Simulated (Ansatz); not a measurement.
The cluster LiSi₂. The state is a doublet with charge 0. Geometry PBE-D4/def2-TZVP, basis def2-TZVP, Ansatz.

```xyz
3

Li    1.019   -0.167   -1.156
Si   -0.532    1.129    0.407
Si   -0.486   -0.962    0.749
```

| run | HOMO (eV) | LUMO (eV) |
| --- | --- | --- |
| A | -6.86 | -1.51 |
| B | -6.17 | -2.10 |
| C | -4.47 | -4.20 |
| D | -5.18 | -3.10 |
| E | -4.48 | -3.77 |
| F | -4.57 | -3.69 |

The structure comes from a short search, and lower isomers may exist.

HOMO and LUMO are taken over both spins.

The runs used B97M-V, CAM-B3LYP, LDA (SPW92), PBE0, r2SCAN, ωB97M-V. Estimate which is which.

A ωB97M-V (range-separated); B CAM-B3LYP (range-separated); C LDA (SPW92) (0 % exact exchange); D PBE0 (25 % exact exchange); E B97M-V (0 % exact exchange); F r2SCAN (0 % exact exchange). Exact exchange lowers occupied and raises empty levels; among semilocal functionals meta-GGAs tend to open the gap a little, and such runs are hard to tell apart. The gap grows from 0.28 eV (LDA (SPW92)) to 5.36 eV (ωB97M-V).
